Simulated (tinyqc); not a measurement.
MP2 on RHF in the sto-6g basis, for H2O, spin multiplicity 1, step by step. One step of it, computed by the program tinyqc.

Question. Integrals over molecular orbitals. (pq|rs) = sum C_ip C_jq C_kr C_ls (ij|kl), one index at a time.

coefficients C:
```
              MO1        MO2        MO3        MO4       MO5        MO6        MO7
1O 1s    0.996579  -0.221147   0.000000   0.093943  0.000000  -0.127239   0.000000
1O 2s    0.016505   0.828081   0.000000  -0.526890  0.000000   0.949188   0.000000
1O 2px   0.000000   0.000000   0.000000   0.000000  1.000000   0.000000   0.000000
1O 2py   0.000000   0.000000   0.605651   0.000000  0.000000   0.000000   1.019281
1O 2pz   0.003349   0.134919   0.000000   0.799410  0.000000   0.715394   0.000000
2H 1s   -0.004030   0.157133   0.436970   0.260375  0.000000  -0.827015  -0.865618
3H 1s   -0.004030   0.157133  -0.436970   0.260375  0.000000  -0.827015   0.865618
```

core Hamiltonian H = T + V (hartree), lower triangle:
```
             1O 1s      1O 2s     1O 2px     1O 2py     1O 2pz      2H 1s      3H 1s
1O 1s   -33.072434
1O 2s    -7.311115  -9.280625
1O 2px    0.000000   0.000000  -7.501898
1O 2py    0.000000   0.000000   0.000000  -7.680627
1O 2pz   -0.020268  -0.222820   0.000000   0.000000  -7.592076
2H 1s    -1.890438  -3.927031   0.000000  -2.163374  -1.609277  -5.197254
3H 1s    -1.890438  -3.927031   0.000000   2.163374  -1.609277  -1.656271  -5.197254
```

Two-electron integrals (ij|kl) in chemists' order, unique and non-zero (hartree):
```
(11|11) 4.787491    (21|11) 0.675884    (21|21) 0.121505    (22|11) 1.117379
(22|21) 0.249212    (22|22) 0.817383    (31|31) 0.025762    (32|31) 0.039145
(32|32) 0.180664    (33|11) 1.117381    (33|21) 0.249212    (33|22) 0.817382
(33|33) 0.880663    (41|41) 0.025762    (42|41) 0.039145    (42|42) 0.180664
(43|43) 0.047461    (44|11) 1.117381    (44|21) 0.249212    (44|22) 0.817382
(44|33) 0.785741    (44|44) 0.880663    (51|51) 0.025762    (52|51) 0.039145
(52|52) 0.180664    (53|53) 0.047461    (54|54) 0.047461    (55|11) 1.117381
(55|21) 0.249212    (55|22) 0.817382    (55|33) 0.785741    (55|44) 0.785741
(55|55) 0.880663    (61|11) 0.185438    (61|21) 0.031932    (61|22) 0.063995
(61|33) 0.063855    (61|41) 0.001267    (61|42) 0.002467    (61|44) 0.064134
(61|51) 0.000900    (61|52) 0.001753    (61|54) 0.000198    (61|55) 0.063996
(61|61) 0.008555    (62|11) 0.424664    (62|21) 0.095911    (62|22) 0.345088
(62|33) 0.339562    (62|41) 0.006208    (62|42) 0.044564    (62|44) 0.350581
(62|51) 0.004410    (62|52) 0.031655    (62|54) 0.007827    (62|55) 0.345122
(62|61) 0.025298    (62|62) 0.176623    (63|31) 0.010988    (63|32) 0.060717
(63|43) 0.009328    (63|53) 0.006626    (63|63) 0.025882    (64|11) 0.239795
(64|21) 0.054958    (64|22) 0.210911    (64|33) 0.201247    (64|41) 0.014173
(64|42) 0.086883    (64|44) 0.226774    (64|51) 0.002262    (64|52) 0.018586
(64|54) 0.011506    (64|55) 0.204713    (64|61) 0.015210    (64|62) 0.131303
(64|64) 0.122621    (65|11) 0.170331    (65|21) 0.039037    (65|22) 0.149814
(65|33) 0.142949    (65|41) 0.002262    (65|42) 0.018586    (65|44) 0.147829
(65|51) 0.012595    (65|52) 0.073919    (65|54) 0.012794    (65|55) 0.158664
(65|61) 0.010804    (65|62) 0.093267    (65|64) 0.068716    (65|65) 0.074692
(66|11) 0.546334    (66|21) 0.125658    (66|22) 0.514028    (66|33) 0.493232
(66|41) 0.011194    (66|42) 0.107394    (66|44) 0.534698    (66|51) 0.007951
(66|52) 0.076284    (66|54) 0.029454    (66|55) 0.514154    (66|61) 0.033549
(66|62) 0.323339    (66|64) 0.274983    (66|65) 0.195325    (66|66) 0.774999
(71|11) 0.185438    (71|21) 0.031932    (71|22) 0.063995    (71|33) 0.063855
(71|41) -0.001267   (71|42) -0.002467   (71|44) 0.064134    (71|51) 0.000900
(71|52) 0.001753    (71|54) -0.000198   (71|55) 0.063996    (71|61) 0.008420
(71|62) 0.024413    (71|64) 0.013282    (71|65) 0.010416    (71|66) 0.031851
(71|71) 0.008555    (72|11) 0.424664    (72|21) 0.095911    (72|22) 0.345088
(72|33) 0.339562    (72|41) -0.006208   (72|42) -0.044564   (72|44) 0.350581
(72|51) 0.004410    (72|52) 0.031655    (72|54) -0.007827   (72|55) 0.345122
(72|61) 0.024413    (72|62) 0.144098    (72|64) 0.073440    (72|65) 0.073889
(72|66) 0.217941    (72|71) 0.025298    (72|72) 0.176623    (73|31) 0.010988
(73|32) 0.060717    (73|43) -0.009328   (73|53) 0.006626    (73|63) 0.020473
(73|73) 0.025882    (74|11) -0.239795   (74|21) -0.054958   (74|22) -0.210911
(74|33) -0.201247   (74|41) 0.014173    (74|42) 0.086883    (74|44) -0.226774
(74|51) -0.002262   (74|52) -0.018586   (74|54) 0.011506    (74|55) -0.204713
(74|61) -0.013282   (74|62) -0.073440   (74|64) -0.017305   (74|65) -0.036759
(74|66) -0.097058   (74|71) -0.015210   (74|72) -0.131303   (74|74) 0.122621
(75|11) 0.170331    (75|21) 0.039037    (75|22) 0.149814    (75|33) 0.142949
(75|41) -0.002262   (75|42) -0.018586   (75|44) 0.147829    (75|51) 0.012595
(75|52) 0.073919    (75|54) -0.012794   (75|55) 0.158664    (75|61) 0.010416
(75|62) 0.073889    (75|64) 0.036759    (75|65) 0.057791    (75|66) 0.122758
(75|71) 0.010804    (75|72) 0.093267    (75|74) -0.068716   (75|75) 0.074692
(76|11) 0.166456    (76|21) 0.037913    (76|22) 0.146222    (76|33) 0.143145
(76|44) 0.146171    (76|51) 0.002835    (76|52) 0.023496    (76|55) 0.149350
(76|61) 0.009880    (76|62) 0.073013    (76|64) 0.046675    (76|65) 0.043356
(76|66) 0.134727    (76|71) 0.009880    (76|72) 0.073013    (76|74) -0.046675
(76|75) 0.043356    (76|76) 0.036037    (77|11) 0.546334    (77|21) 0.125658
(77|22) 0.514028    (77|33) 0.493232    (77|41) -0.011194   (77|42) -0.107394
(77|44) 0.534698    (77|51) 0.007951    (77|52) 0.076284    (77|54) -0.029454
(77|55) 0.514154    (77|61) 0.031851    (77|62) 0.217941    (77|64) 0.097058
(77|65) 0.122758    (77|66) 0.343338    (77|71) 0.033549    (77|72) 0.323339
(77|74) -0.274983   (77|75) 0.195325    (77|76) 0.134727    (77|77) 0.774999
```

Give: one-electron integrals over orbitals h = C^T H C; Two-electron integrals over orbitals.

Answer.

one-electron integrals over orbitals h = C^T H C (hartree), lower triangle:
```
          1        2        3        4        5        6        7
1  -33.0586
2    0.5671  -7.7464
3    0.0000   0.0000  -6.4598
4   -0.2351   0.4090   0.0000  -7.1108
5    0.0000   0.0000   0.0000   0.0000  -7.5019
6    0.3358  -1.4400   0.0000  -0.9961   0.0000  -5.3468
7    0.0000   0.0000  -1.7215   0.0000   0.0000   0.0000  -5.6511
```

Two-electron integrals over orbitals (pq|rs), unique and non-zero (hartree):
```
(11|11) 4.7611      (21|11) -0.4252     (21|21) 0.0616      (22|11) 1.0176
(22|21) -0.0137     (22|22) 0.7318      (31|31) 0.0113      (32|31) 0.0179
(32|32) 0.1473      (33|11) 0.8087      (33|21) -0.0041     (33|22) 0.6514
(33|33) 0.6420      (41|11) 0.1862      (41|21) -0.0237     (41|22) 0.0165
(41|33) 0.0061      (41|41) 0.0297      (42|11) -0.1248     (42|21) 0.0097
(42|22) 0.0086      (42|33) 0.0070      (42|41) 0.0196      (42|42) 0.1239
(43|31) -0.0034     (43|32) 0.0183      (43|43) 0.0454      (44|11) 1.0228
(44|21) -0.0139     (44|22) 0.6844      (44|33) 0.6080      (44|41) -0.0123
(44|42) -0.1052     (44|44) 0.8052      (51|51) 0.0267      (52|51) 0.0323
(52|52) 0.1446      (53|53) 0.0293      (54|51) -0.0132     (54|52) -0.0455
(54|54) 0.0564      (55|11) 1.1171      (55|21) -0.0112     (55|22) 0.7496
(55|33) 0.6350      (55|41) 0.0046      (55|42) -0.0639     (55|44) 0.7395
(55|55) 0.8807      (61|11) -0.2651     (61|21) 0.0412      (61|22) -0.0021
(61|33) -8.25e-05   (61|41) -0.0027     (61|42) 0.0203      (61|44) -0.0194
(61|55) -0.0062     (61|61) 0.0359      (62|11) 0.3280      (62|21) -0.0081
(62|22) 0.1455      (62|33) 0.0768      (62|41) 0.0189      (62|42) 0.0201
(62|44) 0.0981      (62|55) 0.1630      (62|61) 0.0046      (62|62) 0.1036
(63|31) 0.0031      (63|32) -0.0436     (63|43) -0.0271     (63|63) 0.0732
(64|11) 0.1987      (64|21) -0.0010     (64|22) 0.0898      (64|33) 0.0407
(64|41) 0.0033      (64|42) -0.0216     (64|44) 0.1130      (64|55) 0.1059
(64|61) 0.0014      (64|62) 0.0615      (64|64) 0.0604      (65|51) 0.0166
(65|52) 0.0615      (65|54) -0.0032     (65|65) 0.0397      (66|11) 0.8092
(66|21) -0.0076     (66|22) 0.6159      (66|33) 0.5755      (66|41) 0.0221
(66|42) 0.0614      (66|44) 0.5496      (66|55) 0.5893      (66|61) 0.0071
(66|62) 0.0958      (66|64) 0.0426      (66|66) 0.5990      (71|31) 0.0161
(71|32) 0.0237      (71|43) -0.0051     (71|63) 0.0041      (71|71) 0.0231
(72|31) 0.0138      (72|32) 0.0390      (72|43) -0.0329     (72|63) 0.0358
(72|71) 0.0187      (72|72) 0.0609      (73|11) 0.3644      (73|21) -0.0074
(73|22) 0.1379      (73|33) 0.0925      (73|41) -0.0011     (73|42) -0.0728
(73|44) 0.1661      (73|55) 0.1885      (73|61) -0.0069     (73|62) 0.0794
(73|64) 0.0707      (73|66) 0.0371      (73|73) 0.1500      (74|31) -0.0096
(74|32) -0.0755     (74|43) 0.0059      (74|63) 0.0428      (74|71) -0.0134
(74|72) -0.0169     (74|74) 0.0664      (75|53) 0.0237      (75|75) 0.0245
(76|31) 0.0099      (76|32) 0.1028      (76|43) 0.0443      (76|63) -0.0678
(76|71) 0.0133      (76|72) -0.0093     (76|74) -0.0571     (76|76) 0.1193
(77|11) 0.8836      (77|21) -0.0095     (77|22) 0.6295      (77|33) 0.6175
(77|41) 0.0038      (77|42) -0.0141     (77|44) 0.6173      (77|55) 0.6307
(77|61) -0.0057     (77|62) 0.0723      (77|64) 0.0385      (77|66) 0.5696
(77|73) 0.0964      (77|77) 0.6264
```
